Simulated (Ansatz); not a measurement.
Ta: which structure is lowest?

Computed with DFT, LDA (PW92), plane waves (420 eV) with PAW, scalar-relativistic (Ansatz). (PAW data from PBE, frozen cores regenerated.)

Each structure is relaxed within its own symmetry, so a high-lying one may be dynamically unstable.

```
        structure  ΔE (meV/atom)  V (Å³/atom)                                     cell     magnetic state
              bcc              0        17.25                              a = 3.255 Å  spin not included
              A15             61        17.66                              a = 5.208 Å  spin not included
omega (AlB2-type)            237        17.53   a = 4.766 Å, c = 2.674 Å (c/a = 0.561)  spin not included
              fcc            289        17.76                              a = 4.141 Å  spin not included
             dhcp            293        17.72  a = 2.857 Å, c = 10.028 Å (c/a = 3.510)  spin not included
              hcp            306        17.67   a = 2.836 Å, c = 5.076 Å (c/a = 1.790)  spin not included
     simple cubic           1144        19.33                              a = 2.684 Å  spin not included
          diamond           3004        26.12                              a = 5.934 Å  spin not included
```

ΔE counts from bcc.

Differences under about 8 meV lie within the error of the k-point mesh.
